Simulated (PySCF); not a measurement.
Record of a relaxation.

Compound: cyclopropanecarboxamide, C4H7NO.
Numbering: `[NH2:1][C:2](=[O:3])[CH:4]1[CH2:5][CH2:6]1` (hydrogens: H7, H8 on N1; H9 on C4; H10, H11 on C5; H12, H13 on C6)

Computed by this run: PBE0-D3(BJ)/def2-SVP geometry optimisation, gas phase (PySCF); density fitting, grid level 1; the optimiser is geomeTRIC in internal coordinates, started from an MMFF94s structure. The frame can shift and turn from step to step; on so coarse a grid that alone can change the energy by a few meV, and forces under 0.02 eV/Å are noise.

Step 0: E = -7784.6643 eV, largest atomic force 0.831 eV/Å
```
atom  x, y, z in Å  |  force x, y, z in eV/Å
N1      2.154    0.499    0.370   -0.065   0.021   0.065
C2      0.835    0.394    0.687   -0.209   0.228   0.772
O3      0.403    0.706    1.788    0.182  -0.139  -0.484
C4     -0.037   -0.127   -0.397   -0.325  -0.137  -0.274
C5     -1.193   -1.041   -0.063   -0.080   0.704  -0.117
C6     -1.460    0.362   -0.526    0.191  -0.618   0.328
H7      2.778    0.849    1.084    0.019   0.002   0.002
H8      2.532    0.245   -0.530   -0.058  -0.012  -0.007
H9      0.472   -0.338   -1.333    0.119  -0.079  -0.282
H10    -1.381   -1.271    0.981    0.109   0.065   0.335
H11    -1.413   -1.854   -0.744    0.039  -0.257  -0.268
H12    -1.862    0.504   -1.522   -0.015   0.044  -0.369
H13    -1.828    1.074    0.207    0.094   0.177   0.301
```

Step 1: E = -7784.6807 eV, largest atomic force 0.517 eV/Å
```
atom  x, y, z in Å  |  force x, y, z in eV/Å
N1      1.659    1.477    0.056   -0.007   0.112  -0.005
C2      0.564    0.834    0.537   -0.025  -0.300   0.066
O3      0.185    0.959    1.686   -0.086   0.021  -0.052
C4     -0.098   -0.093   -0.438    0.163  -0.010  -0.047
C5     -0.459   -1.464    0.063   -0.262  -0.341   0.176
C6     -1.542   -0.488   -0.225    0.270   0.428  -0.107
H7      2.174    2.072    0.690    0.009   0.019  -0.014
H8      2.003    1.339   -0.882   -0.016   0.004  -0.004
H9      0.268   -0.054   -1.468   -0.077   0.100  -0.020
H10    -0.246   -1.684    1.115   -0.006   0.094  -0.085
H11    -0.337   -2.313   -0.616    0.102   0.057  -0.006
H12    -2.132   -0.579   -1.139   -0.092  -0.159   0.075
H13    -2.040   -0.006    0.621    0.027  -0.027   0.024
```

Step 2: E = -7784.7007 eV, largest atomic force 0.226 eV/Å
```
atom  x, y, z in Å  |  force x, y, z in eV/Å
N1      1.652    1.485    0.061    0.017   0.012   0.050
C2      0.579    0.803    0.540   -0.184   0.091  -0.053
O3      0.170    0.926    1.679    0.102  -0.030   0.050
C4     -0.075   -0.113   -0.444    0.123  -0.134  -0.094
C5     -0.473   -1.475    0.063   -0.139  -0.154   0.068
C6     -1.524   -0.467   -0.227    0.102   0.191  -0.066
H7      2.150    2.104    0.686   -0.023  -0.002   0.011
H8      1.993    1.362   -0.880   -0.002  -0.010  -0.003
H9      0.282   -0.066   -1.477   -0.014   0.041   0.005
H10    -0.260   -1.685    1.115    0.021   0.043   0.002
H11    -0.356   -2.328   -0.612    0.031   0.029  -0.019
H12    -2.135   -0.572   -1.127   -0.046  -0.060   0.035
H13    -2.003    0.025    0.623    0.011  -0.017   0.015
```

Step 3: E = -7784.7056 eV, largest atomic force 0.275 eV/Å
```
atom  x, y, z in Å  |  force x, y, z in eV/Å
N1      1.645    1.498    0.066   -0.003  -0.061  -0.180
C2      0.584    0.786    0.526    0.128   0.218   0.110
O3      0.193    0.898    1.672   -0.131  -0.150   0.068
C4     -0.060   -0.134   -0.460    0.038  -0.055  -0.032
C5     -0.489   -1.485    0.066    0.013   0.047   0.023
C6     -1.512   -0.451   -0.234   -0.077  -0.035  -0.016
H7      2.119    2.119    0.708   -0.018  -0.010   0.004
H8      1.996    1.398   -0.874    0.015   0.011  -0.010
H9      0.288   -0.087   -1.496    0.043   0.004   0.025
H10    -0.269   -1.674    1.119    0.023  -0.002   0.035
H11    -0.378   -2.345   -0.598   -0.021   0.011  -0.026
H12    -2.145   -0.577   -1.115   -0.001   0.026  -0.004
H13    -1.971    0.055    0.619   -0.009  -0.004   0.003
```

Step 4: E = -7784.7055 eV, largest atomic force 0.229 eV/Å
```
atom  x, y, z in Å  |  force x, y, z in eV/Å
N1      1.637    1.500    0.057   -0.080   0.065   0.205
C2      0.585    0.782    0.533    0.023  -0.183  -0.102
O3      0.189    0.856    1.681    0.128   0.125  -0.033
C4     -0.048   -0.139   -0.459   -0.079  -0.041  -0.032
C5     -0.492   -1.484    0.071    0.075   0.108  -0.004
C6     -1.504   -0.441   -0.238   -0.119  -0.114   0.002
H7      2.107    2.121    0.702    0.060   0.036  -0.035
H8      1.979    1.406   -0.887   -0.026  -0.001   0.022
H9      0.306   -0.088   -1.492    0.041  -0.028   0.009
H10    -0.273   -1.666    1.126    0.006  -0.013   0.014
H11    -0.382   -2.346   -0.591   -0.037  -0.001  -0.019
H12    -2.141   -0.571   -1.117    0.018   0.042  -0.019
H13    -1.961    0.069    0.613   -0.010   0.006  -0.007
```

Step 5: E = -7784.7095 eV, largest atomic force 0.044 eV/Å
```
atom  x, y, z in Å  |  force x, y, z in eV/Å
N1      1.638    1.502    0.061   -0.010   0.016   0.002
C2      0.590    0.781    0.537   -0.014  -0.013   0.012
O3      0.201    0.864    1.687    0.041   0.003  -0.016
C4     -0.052   -0.138   -0.454   -0.008  -0.020  -0.001
C5     -0.492   -1.484    0.071    0.016   0.030   0.004
C6     -1.510   -0.447   -0.239   -0.017  -0.016   0.009
H7      2.120    2.128    0.693   -0.015  -0.006   0.012
H8      1.970    1.408   -0.886   -0.002   0.004  -0.004
H9      0.308   -0.091   -1.486    0.019  -0.013   0.003
H10    -0.277   -1.672    1.127   -0.003   0.001  -0.008
H11    -0.384   -2.344   -0.594   -0.011   0.002  -0.006
H12    -2.137   -0.568   -1.126    0.006   0.009  -0.004
H13    -1.973    0.062    0.609   -0.003   0.005  -0.003
```

Step 6: E = -7784.7104 eV, largest atomic force 0.038 eV/Å
```
atom  x, y, z in Å  |  force x, y, z in eV/Å
N1      1.634    1.508    0.059   -0.002   0.002  -0.006
C2      0.597    0.773    0.537   -0.019   0.025  -0.015
O3      0.217    0.853    1.690    0.002  -0.036   0.012
C4     -0.047   -0.145   -0.453    0.012  -0.008   0.015
C5     -0.497   -1.486    0.074    0.003   0.013  -0.009
C6     -1.508   -0.445   -0.242   -0.006   0.002   0.013
H7      2.109    2.132    0.696    0.005   0.005  -0.006
H8      1.962    1.427   -0.892   -0.001   0.003   0.002
H9      0.317   -0.102   -1.484    0.012  -0.011   0.004
H10    -0.285   -1.673    1.130   -0.003  -0.001  -0.003
H11    -0.393   -2.348   -0.590   -0.005   0.000   0.000
H12    -2.133   -0.563   -1.130    0.004   0.003  -0.003
H13    -1.972    0.069    0.604   -0.003   0.003  -0.003
```

Step 7: E = -7784.7113 eV, largest atomic force 0.039 eV/Å
```
atom  x, y, z in Å  |  force x, y, z in eV/Å
N1      1.627    1.516    0.057    0.005   0.000  -0.024
C2      0.605    0.763    0.540    0.001   0.023   0.000
O3      0.238    0.829    1.698   -0.015  -0.029   0.021
C4     -0.040   -0.154   -0.451    0.020   0.009   0.015
C5     -0.503   -1.489    0.078   -0.005   0.004  -0.020
C6     -1.505   -0.440   -0.246   -0.003   0.011   0.009
H7      2.101    2.143    0.692   -0.003  -0.001  -0.001
H8      1.942    1.449   -0.899    0.001   0.003  -0.002
H9      0.332   -0.117   -1.479    0.001  -0.011   0.000
H10    -0.297   -1.673    1.136   -0.001  -0.002   0.002
H11    -0.406   -2.352   -0.584    0.001  -0.003   0.006
H12    -2.126   -0.555   -1.137    0.002  -0.002  -0.003
H13    -1.968    0.081    0.596   -0.002  -0.001  -0.002
```

Step 8: E = -7784.7117 eV, largest atomic force 0.025 eV/Å
```
atom  x, y, z in Å  |  force x, y, z in eV/Å
N1      1.616    1.527    0.053    0.003  -0.003   0.002
C2      0.618    0.749    0.545   -0.004   0.002  -0.002
O3      0.269    0.792    1.709   -0.003  -0.004   0.001
C4     -0.027   -0.167   -0.447    0.014   0.013   0.017
C5     -0.513   -1.492    0.084   -0.009  -0.002  -0.020
C6     -1.499   -0.433   -0.252    0.004   0.009   0.000
H7      2.087    2.158    0.687    0.000   0.002  -0.001
H8      1.912    1.483   -0.910   -0.001   0.001   0.000
H9      0.354   -0.139   -1.472   -0.009  -0.005  -0.003
H10    -0.317   -1.674    1.144    0.000  -0.001   0.000
H11    -0.423   -2.359   -0.575    0.005  -0.006   0.008
H12    -2.113   -0.544   -1.148    0.001  -0.002  -0.001
H13    -1.963    0.099    0.582   -0.003  -0.003   0.000
```

Step 9: E = -7784.7118 eV, largest atomic force under 0.02 eV/Å
```
atom  x, y, z in Å  |  force x, y, z in eV/Å
N1      1.616    1.528    0.053    0.003  -0.001   0.002
C2      0.618    0.748    0.546    0.000   0.000   0.000
O3      0.270    0.791    1.710   -0.002  -0.002   0.000
C4     -0.026   -0.167   -0.446    0.007   0.006   0.010
C5     -0.513   -1.492    0.084   -0.005   0.000  -0.013
C6     -1.498   -0.432   -0.252    0.002   0.002  -0.001
H7      2.087    2.159    0.686   -0.001   0.001   0.000
H8      1.910    1.484   -0.911   -0.001   0.001   0.000
H9      0.354   -0.140   -1.472   -0.005  -0.003  -0.002
H10    -0.318   -1.675    1.144    0.000   0.000   0.001
H11    -0.423   -2.360   -0.574    0.003  -0.003   0.005
H12    -2.112   -0.543   -1.149    0.001   0.000  -0.001
H13    -1.964    0.099    0.582   -0.002  -0.002   0.000
```

Q: Summarise the path.

A: The energy falls by 4.58 kJ/mol from step 0 to step 9; nine tenths of that is first reached at step 5. It never rises by more than 0.2 meV. The largest force goes from 0.831 to under 0.02 eV/Å. Among the bonds C5–C6 changes most, from 1.502 to 1.486 Å; the atoms move by 0.062 Å rms after alignment.

What follows is the cost of the whole optimisation. Hardware: one thread of an AMD EPYC 9R45 (shared host). Cost: 29 s of wall time, 0.51 GiB resident at most.
